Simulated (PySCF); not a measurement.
NMR data sheet: Coumarin

* Formula: C9H6O2
* SMILES: O=c1ccc2ccccc2o1
* Point group of the computed structure: Cs
* Degrees of unsaturation: 7
* Carbon signals: 9
* Proton signals: 6

Bonds (- single, = double, # triple, : aromatic): O1=C2, C2-C3, C3=C4, C4-C5, C5:C6, C6:C7, C7:C8, C8:C9, C9:C10, C10-O11, O11-C2, C10:C5. C3 carries H12; C4 carries H13; C6 carries H14; C7 carries H15; C8 carries H16; C9 carries H17.

[PySCF 2.14: J couplings at B3LYP/pcJ-1 (without the spin–dipole term); geometry from PBE0-D3(BJ)/def2-SVP; B3LYP/pcSseg-2 with gauge-including orbitals; gas phase; no relativistic terms; one conformer]

References, each an isolated molecule treated in the same way: ¹H, ¹³C against TMS; ¹⁷O vs H2O.

| carbon | δC, type | δH (multiplicity, J in Hz) | HMBC from (abs. J ≥ 3 Hz) | span of the C tensor (ppm) |
| --- | --- | --- | --- | --- |
| C2 | 165.1, C | – | H13, H12 | 159 |
| C3 | 126.6, CH | 6.34 (d, 10.9) | – | 182 |
| C4 | 153.5, CH | 7.65 (d, 10.9) | H14 | 236 |
| C5 | 129.0, C | – | H17, H15, H12 | 203 |
| C6 | 137.1, CH | 7.46 (dd, 8.6, 1.2) | H13, H16 | 217 |
| C7 | 132.0, CH | 7.30 (t, 8.4) | H17 | 233 |
| C8 | 141.7, CH | 7.62 (ddd, 9.3, 8.2, 1.2) | H14 | 245 |
| C9 | 125.9, CH | 7.41 (d, 9.3) | H15 | 193 |
| C10 | 167.2, C | – | H13, H16, H14, H17 | 187 |

Other nuclei:
```tsv
atoms	nucleus	environment	δ (ppm)	σ (ppm)
O1	¹⁷O	carbonyl oxygen	421.3	-95.5
O11	¹⁷O	ring oxygen	281.5	44.4
```

Selected couplings (Hz, signed; the shortest-range and largest first, 30 at most; isotopes ¹³C, ¹H): ¹J(C3,H12) 180.5, ¹J(C9,H17) 173.0, ¹J(C7,H15) 170.7, ¹J(C8,H16) 169.1, ¹J(C4,H13) 169.0, ¹J(C6,H14) 167.7, ³J(H12,H13) 10.9, ³J(H16,H17) 9.3, ³J(H14,H15) 8.6, ³J(H15,H16) 8.2, ⁴J(H14,H16) 1.2.

Carbon types of the structure: 3 × C, 6 × CH, which accounts for all hydrogens. δC 167.2, 129.0: ring-fusion aromatic carbon. δC 165.1: ring carbonyl carbon. δC 153.5, 126.6: unsaturated ring CH. δC 141.7, 137.1, 132.0, 125.9: aromatic CH. δH 7.62, 7.46, 7.41, 7.30: hydrogen on an aromatic CH; the ring current deshields protons in the ring plane. The protons at 6.34 and 7.65 share a coupling of 10.9 Hz (vicinal, an ortho-type coupling). The protons at 7.62 and 7.41 share a coupling of 9.3 Hz (vicinal, an ortho-type coupling). The protons at 7.46 and 7.30 share a coupling of 8.6 Hz (vicinal, an ortho-type coupling). The protons at 7.30 and 7.62 share a coupling of 8.2 Hz (vicinal, an ortho-type coupling).

Splittings below 1 Hz are ignored in the labels, and close J values are merged. Unscaled 3J(H,H) at this level run about 10 % above measured values. Shifts are as computed. Against solution values, carbons near 30 ppm lie about +3 ppm off and those near 130 ppm about +8 ppm (rms about the fit 2.4 ppm; single classes can miss by 10 ppm). Of 1328 compounds with measured shifts, 309 miss one by over three times the rms of a fit or turn the order of signals round; such compounds aren't used in these exercises. Signals without a measured value on file couldn't be tested in this way; 1H shifts scatter by 0.2 ppm about their fit, and single ones miss by 0.5 ppm. Unscaled 17O shifts of doubly bonded oxygen tend to come out too high, by tens of ppm or more. Experimental scales use liquid or dissolved standards, which lie at an offset from isolated H2O (liquid H2O: subtract about 36 ppm).
